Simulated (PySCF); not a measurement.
CH₃S, SMILES C[S] (connectivity only; charge and spin as stated), charge -1, multiplicity 1.

Coordinates come from a PBE0-D3(BJ)/def2-TZVPD optimisation. The multiplicity is an assumed one; other spin states were not compared. The isomer is the one that the SMILES or the coordinates give; other isomers of the formula were not compared.

Level of theory: PBE/def2-TZVPD (PySCF).

 A positive occupied level means that this level leaves the electron formally unbound; only the finite basis holds it.

Question: Estimate the frontier levels, gap, dipole moment and polarisability. (The exact figures need the calculation; the answer reports its results.)

Answer: 
* **highest occupied level**: 1.30 eV
* **lowest empty level**: 3.79 eV
* **orbital gap**: 2.49 eV
* **dipole moment about the centre of nuclear charge**: 3.34 D
* **mean static polarisability**: 66.6 bohr³ (9.86 Å³)
* **polarisability, principal values**: 64.2, 64.2, 71.3 bohr³
